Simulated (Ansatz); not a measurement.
System: rutile SnO2. Method: r²SCAN0 (plane waves, PAW; Ansatz, an electronic-structure program).

Run with plane-wave cutoff 520 eV, 6×6×8 k mesh (along the axes of the cell as run), Fermi–Dirac smearing 0.01 eV, scalar-relativistic PAW data made under PBE.

Cell (measured lattice):

```yaml
crystal:
  lattice:
    - [4.73735, 0.00000, 0.00000]
    - [0.00000, 4.73735, 0.00000]
    - [0.00000, 0.00000, 3.18640]
  atoms:
    - { symbol: Sn, position: [0.00000, 0.00000, 0.00000] }
    - { symbol: Sn, position: [0.50000, 0.50000, 0.50000] }
    - { symbol: O, position: [0.30577, 0.30577, 0.00000] }
    - { symbol: O, position: [0.80577, 0.19423, 0.50000] }
    - { symbol: O, position: [0.19423, 0.80577, 0.50000] }
    - { symbol: O, position: [0.69423, 0.69423, 0.00000] }
```

Estimate the band gap that the calculation returns.


band gap: 4.21 eV (on the SCF k mesh)

Measured, for comparison: band gap 3.81 eV (zero-point renormalisation of 215 meV (computed, non-adiabatic AHC, without the lattice-expansion part) added back here to the 1.8 K gap of; inputs from Miglio et al. (2020), arXiv:2011.12765).

Note: cell and atoms aren't relaxed at this level (largest force component 0.03 eV/Å, pressure -2.8 GPa).

Spin–orbit coupling is not included.

Static lattice: no zero-point or thermal effects.

It cost about 7 core-minutes (a rough figure) of CPU time.
